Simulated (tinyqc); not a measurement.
Inside a calculation (part 2 of 2). Method: RHF in the sto-6g basis, for H2F+, spin multiplicity 1. Computed by tinyqc, a small Python program that keeps every step (integrals from PySCF). Command: `OMP_NUM_THREADS=1 python tinyqc.py 21357 21358 out.jsonl` (the two numbers bound the seeds that draw the settings). One thread of a shared host (Intel(R) Xeon(R) Processor @ 2.60GHz), about 0.1 s of CPU time with the checks.

Geometry (angstrom):
```
atom         x          y         z
F     0.000000   0.000000  0.000000
H     0.000000   1.010000  0.710000
H     0.000000  -1.052000  0.739000
```

## Iteration 2: diagonalisation and new density

extrapolated F (hartree):
```
             1F 1s      1F 2s     1F 2px     1F 2py     1F 2pz      2H 1s      3H 1s
1F 1s   -26.904747  -6.514757   0.000000  -0.001120  -0.020790  -0.687112  -0.610606
1F 2s    -6.514757  -3.392959   0.000000  -0.003702  -0.053812  -0.782270  -0.712721
1F 2px    0.000000   0.000000  -0.981127   0.000000   0.000000   0.000000   0.000000
1F 2py   -0.001120  -0.003702   0.000000  -0.835590  -0.002040  -0.411089   0.386515
1F 2pz   -0.020790  -0.053812   0.000000  -0.002040  -0.896119  -0.320878  -0.302735
2H 1s    -0.687112  -0.782270   0.000000  -0.411089  -0.320878  -0.625045  -0.170376
3H 1s    -0.610606  -0.712721   0.000000   0.386515  -0.302735  -0.170376  -0.594141
```

X:
```
                1          2          3         4          5          6         7
1F 1s   -0.454530   0.083506   0.653063  0.000000  -0.594688  -0.023662  0.257235
1F 2s    0.908060  -0.119670  -0.212069  0.000000  -0.275101  -0.022922  0.500622
1F 2px   0.000000   0.000000   0.000000  1.000000   0.000000   0.000000  0.000000
1F 2py   0.112436   0.757036  -0.009617  0.000000  -0.005833   0.704420  0.023178
1F 2pz   0.325553  -0.032711   0.707424  0.000000   0.625337  -0.001539  0.193071
2H 1s   -0.620085  -0.591537  -0.243469  0.000000   0.209591   0.387939  0.406511
3H 1s   -0.407790   0.722550  -0.267819  0.000000   0.229175  -0.421574  0.370443
```

Diagonalise F' = X^T F X, C = X C', fill 5 alpha and 5 beta electrons from the bottom; D = 2 C_occ C_occ^T. Each column has its largest component positive (the first on a tie).

F' = X^T F X (hartree):
```
           1          2          3          4           5          6          7
1  -2.508749   0.505522   4.460561   0.000000   -4.369655  -0.183099   2.047763
2   0.505522  -0.169152  -0.934652   0.000000    0.946849  -0.047780  -0.488155
3   4.460561  -0.934652  -9.880512   0.000000    9.893891   0.443906  -5.996230
4   0.000000   0.000000   0.000000  -0.981127    0.000000   0.000000   0.000000
5  -4.369655   0.946849   9.893891   0.000000  -11.947982  -0.492847   6.773747
6  -0.183099  -0.047780   0.443906   0.000000   -0.492847  -1.035998   0.300532
7   2.047763  -0.488155  -5.996230   0.000000    6.773747   0.300532  -5.528717
```

orbital energies (hartree): MO1 -26.907746, MO2 -1.937342, MO3 -1.023291, MO4 -0.983099, MO5 -0.981127, MO6 -0.165262, MO7 -0.054370

coefficients C:
```
              MO1        MO2        MO3        MO4       MO5        MO6        MO7
1F 1s    0.997263  -0.241951   0.008482   0.043552  0.000000   0.072125   0.014198
1F 2s    0.011827   0.981501  -0.045949  -0.229297  0.000000  -0.429749  -0.088529
1F 2px   0.000000   0.000000   0.000000   0.000000  1.000000   0.000000   0.000000
1F 2py   0.000098   0.003262   0.764725  -0.102059  0.000000   0.097860  -0.691238
1F 2pz   0.001204   0.054361   0.107303   0.870320  0.000000  -0.506103  -0.088098
2H 1s   -0.001656   0.075906   0.372896   0.194915  0.000000   0.570701   0.803035
3H 1s   -0.001472   0.068531  -0.307803   0.280314  0.000000   0.782768  -0.580371
```

D after iteration 2:
```
            1F 1s      1F 2s    1F 2px     1F 2py     1F 2pz      2H 1s      3H 1s
1F 1s    2.110083  -0.472112  0.000000   0.002700   0.053724  -0.016730  -0.016904
1F 2s   -0.472112   2.036346  0.000000  -0.017068  -0.302247   0.025308   0.034229
1F 2px   0.000000   0.000000  2.000000   0.000000   0.000000   0.000000   0.000000
1F 2py   0.002700  -0.017068  0.000000   1.190461  -0.013178   0.531035  -0.527539
1F 2pz   0.053724  -0.302247  0.000000  -0.013178   1.543855   0.427552   0.429317
2H 1s   -0.016730   0.025308  0.000000   0.531035   0.427552   0.365616  -0.109873
3H 1s   -0.016904   0.034229  0.000000  -0.527539   0.429317  -0.109873   0.356035
```

## Iteration 8 (converged): orbitals

converged F (hartree):
```
             1F 1s      1F 2s     1F 2px     1F 2py     1F 2pz      2H 1s      3H 1s
1F 1s   -26.840830  -6.500687   0.000000  -0.000825  -0.017083  -0.685873  -0.609501
1F 2s    -6.500687  -3.375223   0.000000  -0.003959  -0.062010  -0.765759  -0.697750
1F 2px    0.000000   0.000000  -0.950606   0.000000   0.000000   0.000000   0.000000
1F 2py   -0.000825  -0.003959   0.000000  -0.813381  -0.001191  -0.405144   0.380276
1F 2pz   -0.017083  -0.062010   0.000000  -0.001191  -0.861909  -0.320656  -0.302764
2H 1s    -0.685873  -0.765759   0.000000  -0.405144  -0.320656  -0.609622  -0.164683
3H 1s    -0.609501  -0.697750   0.000000   0.380276  -0.302764  -0.164683  -0.581243
```

As before.

F' = X^T F X (hartree):
```
           1          2          3          4           5          6          7
1  -2.512550   0.506825   4.451550   0.000000   -4.354680  -0.181853   2.041988
2   0.506825  -0.161128  -0.931103   0.000000    0.944283  -0.042394  -0.487896
3   4.451550  -0.931103  -9.828223   0.000000    9.886334   0.443698  -5.990347
4   0.000000   0.000000   0.000000  -0.950606    0.000000   0.000000   0.000000
5  -4.354680   0.944283   9.886334   0.000000  -11.908443  -0.491605   6.761620
6  -0.181853  -0.042394   0.443698   0.000000   -0.491605  -1.015221   0.300360
7   2.041988  -0.487896  -5.990347   0.000000    6.761620   0.300360  -5.497531
```

orbital energies (hartree): MO1 -26.843844, MO2 -1.919684, MO3 -1.001438, MO4 -0.953903, MO5 -0.950606, MO6 -0.157368, MO7 -0.046859

coefficients C:
```
              MO1        MO2        MO3        MO4       MO5        MO6        MO7
1F 1s    0.997250  -0.242705   0.007187   0.045553  0.000000   0.068600   0.014121
1F 2s    0.011877   0.985819  -0.039199  -0.239543  0.000000  -0.414503  -0.089357
1F 2px   0.000000   0.000000   0.000000   0.000000  1.000000   0.000000   0.000000
1F 2py   0.000085   0.003513   0.764517  -0.076910  0.000000   0.104477  -0.693749
1F 2pz   0.001063   0.061657   0.077745   0.864714  0.000000  -0.518887  -0.094909
2H 1s   -0.001640   0.068295   0.370808   0.217874  0.000000   0.560302   0.806102
3H 1s   -0.001463   0.062000  -0.318555   0.281440  0.000000   0.784576  -0.572260
```

D after iteration 8:
```
            1F 1s      1F 2s    1F 2px     1F 2py     1F 2pz      2H 1s      3H 1s
1F 1s    2.111080  -0.477224  0.000000   0.002447   0.052088  -0.011242  -0.011951
1F 2s   -0.477224   2.061795  0.000000  -0.016161  -0.298776   0.001164   0.012347
1F 2px   0.000000   0.000000  2.000000   0.000000   0.000000   0.000000   0.000000
1F 2py   0.002447  -0.016161  0.000000   1.180827  -0.013702   0.533945  -0.529938
1F 2pz   0.052088  -0.298776  0.000000  -0.013702   1.515155   0.442873   0.444842
2H 1s   -0.011242   0.001164  0.000000   0.533945   0.442873   0.379269  -0.105135
3H 1s   -0.011951   0.012347  0.000000  -0.529938   0.444842  -0.105135   0.369065
```

## Convergence

Stop when the energy changes by less than 1e-10 hartree and every element of the error matrix X^T (F D S - S D F) X is below 3e-06.

Course of the cycle:
```
iteration   E (hartree)     change  largest element of the error matrix
1          -99.33770268          -                             6.25e-01
2          -99.67066759  -3.33e-01                             1.32e-01
3          -99.68110664  -1.04e-02                             2.50e-02
4          -99.68176916  -6.63e-04                             6.85e-03
5          -99.68180209  -3.29e-05                             1.29e-03
6          -99.68180758  -5.50e-06                             3.52e-05
7          -99.68180759  -1.81e-09                             4.28e-06
8          -99.68180759  -2.38e-11                             6.08e-07
```

PySCF RHF in the same basis = -99.68180759 hartree

Converged in 8 iterations.

## Populations, bond orders and dipole

overlap S:
```
           1F 1s     1F 2s    1F 2px     1F 2py    1F 2pz     2H 1s      3H 1s
1F 1s   1.000000  0.232479  0.000000   0.000000  0.000000  0.024282   0.021568
1F 2s   0.232479  1.000000  0.000000   0.000000  0.000000  0.270320   0.247196
1F 2px  0.000000  0.000000  1.000000   0.000000  0.000000  0.000000   0.000000
1F 2py  0.000000  0.000000  0.000000   1.000000  0.000000  0.191232  -0.177198
1F 2pz  0.000000  0.000000  0.000000   0.000000  1.000000  0.134430   0.124476
2H 1s   0.024282  0.270320  0.000000   0.191232  0.134430  1.000000   0.108483
3H 1s   0.021568  0.247196  0.000000  -0.177198  0.124476  0.108483   1.000000
```

Mulliken: Z minus the diagonal of D S on the atom; Loewdin: the same with S^(1/2) D S^(1/2); Mayer order: 2 sum_s sum (D(s) S)_ij (D(s) S)_ji over the two atoms.

Charges (e):
```
atom  Mulliken   Loewdin
1F    0.039278  0.109041
2H    0.470452  0.433121
3H    0.490270  0.457838
```

Mayer bond orders:
```
pair     order
2-1   0.767960
3-1   0.748921
3-2   0.010715
```

dipole moment about the origin, x y z (debye): 0.000000  -0.192644  3.760081
